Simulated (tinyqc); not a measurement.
RKS/B3LYP (VWN-RPA form) in the sto-3g basis, for H2F+, spin multiplicity 1, step by step. One step of it, computed by the program tinyqc.

Problem. Iteration 1: building the Kohn-Sham matrix. J_ij = sum D_kl (ij|kl), K_ij = sum D_kl (ik|jl); F = H + J - 0.1 K + V_xc; E = tr D H + tr D J / 2 - 0.05 tr D K + E_xc + E_nn.

D at the start, order 1F 1s, 1F 2s, 1F 2px, 1F 2py, 1F 2pz, 2H 1s, 3H 1s:
$$\begin{pmatrix}
2.123944 & -0.525933 & 0.000000 & 0.001298 & -0.010626 & 0.033189 & 0.036241 \\
-0.525933 & 2.230505 & 0.000000 & -0.007323 & 0.057672 & -0.137227 & -0.150112 \\
0.000000 & 0.000000 & 2.000000 & 0.000000 & 0.000000 & 0.000000 & 0.000000 \\
0.001298 & -0.007323 & 0.000000 & 2.084635 & -0.003455 & -0.152560 & 0.163394 \\
-0.010626 & 0.057672 & 0.000000 & -0.003455 & 2.029064 & -0.085165 & -0.092066 \\
0.033189 & -0.137227 & 0.000000 & -0.152560 & -0.085165 & 0.022979 & 0.000829 \\
0.036241 & -0.150112 & 0.000000 & 0.163394 & -0.092066 & 0.000829 & 0.026646
\end{pmatrix}$$

core Hamiltonian H = T + V (hartree), order 1F 1s, 1F 2s, 1F 2px, 1F 2py, 1F 2pz, 2H 1s, 3H 1s:
$$\begin{pmatrix}
-40.813602 & -9.577345 & 0.000000 & 0.000363 & -0.007349 & -0.702719 & -0.770738 \\
-9.577345 & -11.291645 & 0.000000 & 0.004485 & -0.091767 & -1.818983 & -1.971446 \\
0.000000 & 0.000000 & -8.961018 & 0.000000 & 0.000000 & 0.000000 & 0.000000 \\
0.000363 & 0.004485 & 0.000000 & -9.022308 & 0.001663 & -1.138565 & 1.225171 \\
-0.007349 & -0.091767 & 0.000000 & 0.001663 & -8.984045 & -0.712407 & -0.766426 \\
-0.702719 & -1.818983 & 0.000000 & -1.138565 & -0.712407 & -4.167277 & -0.438882 \\
-0.770738 & -1.971446 & 0.000000 & 1.225171 & -0.766426 & -0.438882 & -4.269659
\end{pmatrix}$$

Two-electron integrals (ij|kl) in chemists' order, unique and non-zero (hartree):
```
(11|11) 5.403501    (21|11) 0.841920    (21|21) 0.156299    (22|11) 1.268028
(22|21) 0.292344    (22|22) 0.926167    (31|31) 0.027998    (32|31) 0.043169
(32|32) 0.204588    (33|11) 1.264502    (33|21) 0.292403    (33|22) 0.925959
(33|33) 0.997514    (41|41) 0.027998    (42|41) 0.043169    (42|42) 0.204588
(43|43) 0.053770    (44|11) 1.264502    (44|21) 0.292403    (44|22) 0.925959
(44|33) 0.889973    (44|44) 0.997514    (51|51) 0.027998    (52|51) 0.043169
(52|52) 0.204588    (53|53) 0.053770    (54|54) 0.053770    (55|11) 1.264502
(55|21) 0.292403    (55|22) 0.925959    (55|33) 0.889973    (55|44) 0.889973
(55|55) 0.997514    (61|11) 0.061949    (61|21) 0.011413    (61|22) 0.021247
(61|33) 0.021218    (61|41) 0.000372    (61|42) 0.000705    (61|44) 0.021284
(61|51) 0.000228    (61|52) 0.000432    (61|54) 0.000041    (61|55) 0.021243
(61|61) 0.000841    (62|11) 0.178463    (62|21) 0.041791    (62|22) 0.150499
(62|33) 0.148252    (62|41) 0.002378    (62|42) 0.019748    (62|44) 0.153043
(62|51) 0.001457    (62|52) 0.012101    (62|54) 0.002936    (62|55) 0.150051
(62|61) 0.003097    (62|62) 0.031830    (63|31) 0.004108    (63|32) 0.025383
(63|43) 0.004007    (63|53) 0.002455    (63|63) 0.004457    (64|11) 0.111409
(64|21) 0.026400    (64|22) 0.101945    (64|33) 0.097830    (64|41) 0.005392
(64|42) 0.037743    (64|44) 0.108909    (64|51) 0.000787    (64|52) 0.007574
(64|54) 0.004333    (64|55) 0.098981    (64|61) 0.002024    (64|62) 0.026596
(64|64) 0.026577    (65|11) 0.068264    (65|21) 0.016177    (65|22) 0.062466
(65|33) 0.059944    (65|41) 0.000787    (65|42) 0.007574    (65|44) 0.061822
(65|51) 0.004590    (65|52) 0.030023    (65|54) 0.005158    (65|55) 0.065559
(65|61) 0.001240    (65|62) 0.016296    (65|64) 0.013553    (65|65) 0.012762
(66|11) 0.385419    (66|21) 0.091674    (66|22) 0.381750    (66|33) 0.371193
(66|41) 0.005511    (66|42) 0.065811    (66|44) 0.394037    (66|51) 0.003377
(66|52) 0.040325    (66|54) 0.013997    (66|55) 0.379769    (66|61) 0.006809
(66|62) 0.111016    (66|64) 0.108961    (66|65) 0.066764    (66|66) 0.774606
(71|11) 0.067942    (71|21) 0.012518    (71|22) 0.023304    (71|33) 0.023270
(71|41) -0.000412   (71|42) -0.000781   (71|44) 0.023345    (71|51) 0.000253
(71|52) 0.000479    (71|54) -0.000046   (71|55) 0.023299    (71|61) 0.000911
(71|62) 0.003304    (71|64) 0.002014    (71|65) 0.001325    (71|66) 0.007244
(71|71) 0.001012    (72|11) 0.193833    (72|21) 0.045382    (72|22) 0.163181
(72|33) 0.160732    (72|41) -0.002593   (72|42) -0.021409   (72|44) 0.165952
(72|51) 0.001590    (72|52) 0.013126    (72|54) -0.003201   (72|55) 0.162695
(72|61) 0.003271    (72|62) 0.026861    (72|64) 0.015760    (72|65) 0.013276
(72|66) 0.073950    (72|71) 0.003690    (72|72) 0.037227    (73|31) 0.004482
(73|32) 0.027599    (73|43) -0.004356   (73|53) 0.002671    (73|63) 0.003601
(73|73) 0.005231    (74|11) -0.120291   (74|21) -0.028502   (74|22) -0.109849
(74|33) -0.105380   (74|41) 0.005882    (74|42) 0.040985    (74|44) -0.117413
(74|51) -0.000859   (74|52) -0.008207   (74|54) 0.004707    (74|55) -0.106629
(74|61) -0.001982   (74|62) -0.015625   (74|64) -0.005869   (74|65) -0.007627
(74|66) -0.041894   (74|71) -0.002399   (74|72) -0.030890   (74|74) 0.030738
(75|11) 0.073754    (75|21) 0.017475    (75|22) 0.067352    (75|33) 0.064612
(75|41) -0.000859   (75|42) -0.008207   (75|44) 0.066648    (75|51) 0.005008
(75|52) 0.032631    (75|54) -0.005604   (75|55) 0.070719    (75|61) 0.001305
(75|62) 0.013214    (75|64) 0.007643    (75|65) 0.010057    (75|66) 0.039700
(75|71) 0.001471    (75|72) 0.018940    (75|74) -0.015639   (75|75) 0.014820
(76|11) 0.039348    (76|21) 0.009311    (76|22) 0.036892    (76|33) 0.036239
(76|41) 4.16e-06    (76|42) 0.000058    (76|44) 0.036921    (76|51) 0.000513
(76|52) 0.005285    (76|54) 0.000008    (76|55) 0.037478    (76|61) 0.000683
(76|62) 0.007904    (76|64) 0.005906    (76|65) 0.004685    (76|66) 0.031620
(76|71) 0.000749    (76|72) 0.008490    (76|74) -0.006257   (76|75) 0.004999
(76|76) 0.002618    (77|11) 0.396778    (77|21) 0.094367    (77|22) 0.392385
(77|33) 0.381177    (77|41) -0.005809   (77|42) -0.068927   (77|44) 0.405408
(77|51) 0.003562    (77|52) 0.042261    (77|54) -0.014857   (77|55) 0.390286
(77|61) 0.006798    (77|62) 0.070006    (77|64) 0.039844    (77|65) 0.037862
(77|66) 0.230915    (77|71) 0.007693    (77|72) 0.122333    (77|74) -0.119023
(77|75) 0.072977    (77|76) 0.031620    (77|77) 0.774606
```

nuclear repulsion = 7.32856399 hartree

V_xc (hartree), order 1F 1s, 1F 2s, 1F 2px, 1F 2py, 1F 2pz, 2H 1s, 3H 1s:
$$\begin{pmatrix}
-2.831974 & -0.401659 & 0.000000 & 0.000038 & -0.000245 & -0.029771 & -0.032653 \\
-0.401659 & -0.772934 & 0.000000 & 0.000008 & -0.000376 & -0.107943 & -0.117602 \\
0.000000 & 0.000000 & -0.766139 & 0.000000 & 0.000000 & 0.000000 & 0.000000 \\
0.000038 & 0.000008 & 0.000000 & -0.770224 & 0.000059 & -0.067048 & 0.072914 \\
-0.000245 & -0.000376 & 0.000000 & 0.000059 & -0.766837 & -0.040934 & -0.044535 \\
-0.029771 & -0.107943 & 0.000000 & -0.067048 & -0.040934 & -0.192014 & -0.020725 \\
-0.032653 & -0.117602 & 0.000000 & 0.072914 & -0.044535 & -0.020725 & -0.203629
\end{pmatrix}$$

E_xc = sum of w rho eps_xc = -9.25649332 hartree

Give: Coulomb J; exchange K; Kohn-Sham matrix F; total energy of this density.

Solution.

Coulomb J (hartree), order 1F 1s, 1F 2s, 1F 2px, 1F 2py, 1F 2pz, 2H 1s, 3H 1s:
$$\begin{pmatrix}
20.9731 & 4.0214 & 0.0000 & -0.0002 & 0.0015 & 0.2938 & 0.3223 \\
4.0214 & 9.9546 & 0.0000 & -0.0001 & 0.0014 & 1.5615 & 1.6935 \\
0.0000 & 0.0000 & 9.9461 & 0.0000 & 0.0000 & 0.0000 & 0.0000 \\
-0.0002 & -0.0001 & 0.0000 & 9.9455 & 0.0001 & 1.0381 & -1.1188 \\
0.0015 & 0.0014 & 0.0000 & 0.0001 & 9.9458 & 0.6359 & 0.6858 \\
0.2938 & 1.5615 & 0.0000 & 1.0381 & 0.6359 & 3.8183 & 0.3735 \\
0.3223 & 1.6935 & 0.0000 & -1.1188 & 0.6858 & 0.3735 & 3.9241
\end{pmatrix}$$

exchange K (hartree), order 1F 1s, 1F 2s, 1F 2px, 1F 2py, 1F 2pz, 2H 1s, 3H 1s:
$$\begin{pmatrix}
11.1128 & 1.9487 & 0.0000 & -0.0001 & 0.0006 & 0.1521 & 0.1667 \\
1.9487 & 3.2411 & 0.0000 & -0.0004 & 0.0047 & 0.4424 & 0.4798 \\
0.0000 & 0.0000 & 2.6687 & 0.0000 & 0.0000 & 0.0000 & 0.0000 \\
-0.0001 & -0.0004 & 0.0000 & 2.6728 & 0.0000 & 0.2191 & -0.2358 \\
0.0006 & 0.0047 & 0.0000 & 0.0000 & 2.6698 & 0.1337 & 0.1442 \\
0.1521 & 0.4424 & 0.0000 & 0.2191 & 0.1337 & 0.1031 & 0.0578 \\
0.1667 & 0.4798 & 0.0000 & -0.2358 & 0.1442 & 0.0578 & 0.1196
\end{pmatrix}$$

Kohn-Sham matrix F (hartree), order 1F 1s, 1F 2s, 1F 2px, 1F 2py, 1F 2pz, 2H 1s, 3H 1s:
$$\begin{pmatrix}
-23.7837 & -6.1525 & 0.0000 & 0.0002 & -0.0062 & -0.4539 & -0.4978 \\
-6.1525 & -2.4341 & 0.0000 & 0.0044 & -0.0912 & -0.4097 & -0.4435 \\
0.0000 & 0.0000 & -0.0479 & 0.0000 & 0.0000 & 0.0000 & 0.0000 \\
0.0002 & 0.0044 & 0.0000 & -0.1143 & 0.0018 & -0.1894 & 0.2028 \\
-0.0062 & -0.0912 & 0.0000 & 0.0018 & -0.0721 & -0.1308 & -0.1396 \\
-0.4539 & -0.4097 & 0.0000 & -0.1894 & -0.1308 & -0.5513 & -0.0918 \\
-0.4978 & -0.4435 & 0.0000 & 0.2028 & -0.1396 & -0.0918 & -0.5611
\end{pmatrix}$$

total energy of this density = -98.287414 hartree
